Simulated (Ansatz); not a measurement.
This geometry of C2H5N (8 atoms, charge 0, multiplicity 1) is a first-order saddle point.

Level of theory: RKS PBE0-D4/def2-SVP in Ansatz.

```xyz
8
Properties=species:S:1:pos:R:3
C -1.035 0.481 -0.473
C 0.202 0.301 -0.012
N 0.665 -0.968 0.433
H -1.732 -0.360 -0.518
H -1.373 1.464 -0.810
H 0.888 1.165 0.024
H 1.492 -1.240 -0.099
H 0.984 -0.900 1.399
```

(1) Which two structures does it join? (They come from a converged band through this point; their orientation in space is the band's.)

(2) How far does it lie above each of them?

Answers

(1) No bond is made or broken. The dihedral C1–C2–N3–H7 goes from 16 to -153°. The two ends are copies of one structure, up to a mirror image or an exchange of like atoms.

Image 0:

```xyz
8
Properties=species:S:1:pos:R:3
C -0.952 0.439 -0.574
C 0.172 0.371 0.155
N 0.785 -0.766 0.637
H -1.482 -0.458 -0.910
H -1.378 1.408 -0.834
H 0.663 1.299 0.470
H 0.499 -1.642 0.217
H 1.785 -0.709 0.783
```

Image 6:

```xyz
8
Properties=species:S:1:pos:R:3
C -0.935 0.442 -0.601
C 0.184 0.373 0.136
N 0.983 -0.732 0.338
H -1.360 -0.437 -1.093
H -1.441 1.398 -0.741
H 0.574 1.284 0.607
H 1.510 -0.756 1.200
H 0.577 -1.629 0.099
```

(2) 33.7 kJ/mol above the first and 33.7 kJ/mol above the second. This is the barrier of this one path; another mechanism may lie lower.

Run time: 94 s on 1 thread of Arm Neoverse V1, with other jobs on the host, peak memory 0.12 GiB.
